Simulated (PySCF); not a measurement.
## Oxygen: a sound run and one with changed settings

Sound run: O [He] 2s2 2p4, O⁺ [He] 2s2 2p3. Computed with PySCF 2.14 in def2-SVP, with the non-relativistic Hamiltonian (point nucleus). The sound run starts from symmetry-adapted Hartree-Fock orbitals and uses a fine grid where one is needed.

Changed run: 26 angular points. This setting is unsound on purpose.

```
species  method  sound run (hartree)  changed run (hartree)  converged
      O     UHF            -74.72010              -74.72010        yes
      O     PBE            -74.91467              -74.91392        yes
      O  M06-2X            -74.97256              -74.97402        yes
     O⁺     UHF            -74.27607              -74.27607        yes
     O⁺     PBE            -74.40404              -74.40404        yes
     O⁺  M06-2X            -74.47163              -74.47163        yes
```

Ionisation energy of O:

| method | sound run (eV) | changed run (eV) |
| --- | --- | --- |
| UHF | 12.083 | 12.083 |
| PBE | 13.895 | 13.874 |
| M06-2X | 13.631 | 13.671 |

A coarse angular grid integrates products of high-l functions wrongly, so density functionals can shift, and the SCF can exploit the error; Hartree-Fock and MP2 need no grid.

For comparison, NIST gives 13.618 eV between the lowest levels.
